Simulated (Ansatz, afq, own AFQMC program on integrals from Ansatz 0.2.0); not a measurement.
**Where AFQMC and coupled cluster stand for Ge2H2, triplet**

```yaml
atoms:
  - { symbol: Ge, position_ang: [0.0000, -0.0625, 1.2017] }
  - { symbol: Ge, position_ang: [0.0000, 0.0625, -1.2017] }
  - { symbol: H, position_ang: [0.0000, 1.4524, 1.6545] }
  - { symbol: H, position_ang: [0.0000, -1.4524, -1.6545] }
```

Connectivity, by distances: GeH–GeH.

Basis cc-pVDZ. Only valence electrons are correlated. Integrals, coupled cluster, full CI and functionals: Ansatz 0.2.0; the random walks run on the same integrals in our own AFQMC program. ph-AFQMC/CISD is guided by a CISD state made of CCSD amplitudes; releasing the constraint for a short imaginary time cuts its bias at the price of noise, slowly where states lie close. Error bars are statistical, one sigma. No spin–orbit coupling.

Determinant: UHF, the one that the program's search chose, which needn't be the lowest solution. The geometry is a point of a scan.

No full CI on the walks' own integrals is used here; CCSDT(Q) serves as the reference and is uncertain by about the last step of the cluster series.

Cautions: no relativity below Rb; no spin-orbit coupling; inner d shell frozen; lower spins were not checked; the released energies are still falling, so no released level is given (meV from the phaseless value at times in 1/Eh: -11 ± 11 at 0.24, -4 ± 10 at 0.51, -9 ± 7 at 0.99, -16 ± 10 at 1.62, -34 ± 12 at 2.40), though the last usable value meets CCSDT(Q) within the noise; the ph-AFQMC/CISD walk drifts between its halves (2.4 errors).

The T1 diagnostic is 0.0236, the weight of the determinant in the CISD state is 0.856 and the ⟨S²⟩ of the determinant is 2.045. The size of the correlated space is 10 electrons in 36 orbitals.

```tsv
level	correlation energy (eV)
MP2	-3.9506
CCSD	-4.9592
CCSD(T)	-5.1500
```

Estimate where phaseless AFQMC with the Hartree–Fock trial lies against CCSD(T) on the same integrals.

3.26 ± 0.76 kcal/mol above CCSD(T).

Reference: CCSDT(Q), correlation energy -5.208 eV.

```csv
level,E − E(reference) (kcal/mol),share of correlation (%)
CCSD(T),1.33,98.89
CCSDT,0.29,99.76
ph-AFQMC/HF,4.59 ± 0.76,96.18
ph-AFQMC/CISD,0.69 ± 0.30,99.42
```

A walk keeps the symmetry of its determinant, which the program's search chose and which needn't be the lowest solution, so a lower state of the same spin and another symmetry isn't excluded.
